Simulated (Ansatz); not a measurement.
# AlH4NO: the cost of one run

Program: Ansatz 0.2.0. Level of theory: RKS PBE-D4/def2-SVP. These are calculated values, not measurements.

## 1. The system as given

Bond lengths: Al1–N2 1.920 Å, N2–H3 1.060 Å, N2–H4 1.060 Å, Al1–O5 1.780 Å, O5–H6 1.010 Å, Al1–H7 1.560 Å. Angles: Al1–N2–H3 120.0°, Al1–N2–H4 120.0°, H3–N2–H4 120.0°, N2–Al1–O5 120.0°, N2–Al1–H7 120.0°, O5–Al1–H7 120.0°, Al1–O5–H6 109.5°.

As a file:

```xyz
7

Al    0.0000    0.0000    0.0000
N     0.0000    0.0000    1.9200
H    -0.8770   -0.2713    2.4500
H     0.8770    0.2713    2.4500
O     1.5415    0.0000   -0.8900
H     1.8414   -0.9519   -1.0449
H    -1.3510    0.0000   -0.7800
```

## 2. Relaxing the start

input.yaml

```yaml
crystal:
  periodic: [false, false, false]
  atoms:
    - { symbol: Al, position_ang: [0.0, 0.0, 0.0] }
    - { symbol: "N", position_ang: [0.0, 0.0, 1.92] }
    - { symbol: H, position_ang: [-0.877, -0.2713, 2.45] }
    - { symbol: H, position_ang: [0.877, 0.2713, 2.45] }
    - { symbol: O, position_ang: [1.5415, 0.0, -0.89] }
    - { symbol: H, position_ang: [1.8414, -0.9519, -1.0449] }
    - { symbol: H, position_ang: [-1.351, 0.0, -0.78] }
basis:
  gaussian: { orbitals: def2-SVP }
hamiltonian:
  xc: pbe
  dispersion: d4
relax:
  f_tol: 0.02
  max_steps: 40
```

Started as:

```sh
> ansatz run input.yaml --threads 1 --pin off --max-ram 2048MiB --backend cpu --events-out ev --progress --plain --runs-dir out
```

**Question.** How long does this run take on 1 thread of Arm Neoverse V1, shared host, and how much memory does it need?

About 21 s, with a peak of 0.12 GiB.
